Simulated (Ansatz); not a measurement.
**HSiC, doublet: the ladder up to UCCSDTQ**

Geometry: a PBE0/def2-TZVP stationary point for this spin, not checked as a minimum.

```yaml
atoms:
  - { symbol: Si, position_ang: [0.0000, 0.0000, 0.0756] }
  - { symbol: C, position_ang: [0.0000, 0.0000, -1.6507] }
  - { symbol: H, position_ang: [0.0000, 0.0000, 1.5751] }
```

Basis cc-pVDZ; Ansatz 0.2.0. Correlated methods freeze the noble-gas cores, which leaves 9 electrons in 31 orbitals. Prefix R: restricted or restricted open-shell reference; prefix U: unrestricted. Active spaces: valence = (9e, 9o) chosen from the atoms' valence shells.

Full CI isn't at hand for all of this; UCCSDTQ serves as the reference, and is uncertain by about the last step of the cluster series. The frozen core follows each run's orbitals, which can shift R against U totals by a few meV.

Coupled cluster chose its determinant by trial CCSD, here up to 0.52 eV above the lowest Hartree–Fock solution of its kind. For open shells CISD is restricted-active-space CI with the open shells as a complete middle space.

The UHF ⟨S²⟩ is 2.101 and the ⟨S²⟩ of the determinant under UCCSD is 0.764. The T1 diagnostic (RCCSD) is 0.0353, the largest doubles amplitude (RCCSD) is 0.144 and the T1 diagnostic (UCCSD) is 0.0348.

```
                   level  E − E(UCCSDTQ) (kcal/mol)  share of correlation (%)    wall time
                     RHF                     159.61                      0.00            –
                    UHF†                     146.22                         –       0.75 s
                    RMP2                      26.84                     83.18            –
                    CISD                      24.03                     84.94          1 s
                   RCCSD                      11.22                     92.97            –
                   UCCSD                      11.18                     92.99            –
                RCCSD(T)                       1.88                     98.82        2.1 s
                UCCSD(T)                       1.92                     98.79        4.8 s
                 BCCD(T)                       2.05                     98.71        2.5 s
                  RCCSDT                       1.05                     99.34            –
                  UCCSDT                       1.05                     99.34            –
               RCCSDT(Q)                      -0.07                    100.04        8.5 s
               UCCSDT(Q)                      -0.16                    100.10         12 s
                 RCCSDTQ                       0.00                    100.00  97 s (H100)
  CASSCF (valence space)                      81.11                     49.18            –
  NEVPT2 (valence space)                      18.22                     88.59        2.9 s
  MRCISD (valence space)                       4.84                     96.97            –
MRCISD+Q (valence space)                      -0.09                    100.06        4.3 s
```

A dagger marks rows that describe another state than the reference (another or a broken symmetry, a higher spin or other natural occupations), so the difference isn't the method's error.

The correlation energy at UCCSDTQ, counted from RHF, is -6.921 eV. That run took 99 s on 2 threads of AMD EPYC 7R13 with a shared H100 80 GB, shared host.

Run but not shown, since their state or frozen core can't be matched to the reference's or they repeat it: UMP2.

Times hold each run's SCF and search for its determinant on a shared host, so for small cases they say little of a method's own cost; rows without a card ran on 1 thread of AMD EPYC 7R13.

Natural occupations of CASSCF (valence space) about the gap: 1.979 1.970 1.909 1.893 0.973 0.113 0.088 0.059 0.015; effectively unpaired electrons, Σ n²(2−n)², 1.16.

Atomization energy (electronic, same basis, no zero-point term; atoms at the same level, unrestricted beside the R rows where the molecule is a closed shell, with restricted open-shell steps beyond CCSDT(Q)) at UCCSDTQ: 546.6 kJ/mol. Errors of other levels:

| level | error (kJ/mol) |
| --- | --- |
| RHF | -280.9 |
| RMP2 | 2.0 |
| CISD | -90.8 |
| RCCSD | -39.3 |
| UCCSD | -39.7 |
| RCCSD(T) | -5.7 |
| UCCSD(T) | -6.1 |
| BCCD(T) | -6.4 |
| RCCSDT | -4.2 |
| UCCSDT | -4.3 |
| RCCSDT(Q) | 0.4 |
| UCCSDT(Q) | 0.7 |
| RCCSDTQ | 0.1 |
| CASSCF (valence space) | -36.0 |
| NEVPT2 (valence space) | -0.3 |
| MRCISD (valence space) | -15.2 |
| MRCISD+Q (valence space) | -6.7 |

This basis is far from its limit, so the value isn't to be set against a measured one. Truncated CI isn't size-consistent, which counts against it in atomization.
